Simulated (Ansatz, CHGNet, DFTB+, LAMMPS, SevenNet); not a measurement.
**Diamond-structure Si, TA phonon frequency at L**

Reference value: 114 cm⁻¹ (measured, temperature not stated, no zero-point or thermal correction, sources range from 113 to 115; as tabulated in Giannozzi et al., Phys. Rev. B (1991)).

```
level (code)                     value (cm⁻¹)  cell (Å³/atom)
-------------------------------  ------------  --------------
MEAM library.meam-Si (LAMMPS)             177           20.02
Stillinger–Weber Si.sw (LAMMPS)           157           20.02
DFTB cp2k-nonscc (DFTB+)                  143           19.81
CHGNet-r²SCAN (CHGNet)                     77           20.14
SevenNet-l3i5 (SevenNet)                  129           20.42
LDA (Ansatz)                                ?           19.70
PBE (Ansatz)                              111           20.46
r²SCAN (Ansatz)                             ?           20.17
```

Q: What belongs in the gaps?

A: 
- LDA (Ansatz, an electronic-structure program), value (cm⁻¹): 105
- r²SCAN (Ansatz), value (cm⁻¹): 118

Differences against the reference: MEAM library.meam-Si +55 %, Stillinger–Weber Si.sw +38 %, DFTB cp2k-nonscc +25 %, CHGNet-r²SCAN -32 %, SevenNet-l3i5 +13.2 %, LDA -7.9 %, PBE -2.6 %, r²SCAN +3.5 %.

Nearest, and too close to rank with a margin of 3.0 % (twice that across the reference) picked here for doubts on the reference and the settings, and for temperature and zero-point motion: PBE (-2.6 %), r²SCAN (+3.5 %). MEAM library.meam-Si (+55 %) lies farthest from it. Within 10 %: LDA, PBE, r²SCAN.

The measured value isn't corrected to a static lattice, so vibrations enter the comparison.  DFTB cp2k-nonscc: this tight-binding set is not self-consistent in the charges. Each level is taken at its own relaxed cell. Cutoffs differ between the levels. Ansatz's density-functional and Hartree–Fock values are scalar-relativistic unless marked +SOC, with PAW data made under PBE.

Empirical potentials (MEAM library.meam-Si, Stillinger–Weber Si.sw) are fitted to chosen data, which need not cover the solid at hand: agreement can be built in, and what lay outside the fit can be far off. Machine-learned potentials (CHGNet-r²SCAN, SevenNet-l3i5) are trained on DFT data, which may include these solids.

Differences are worked out from the printed values.
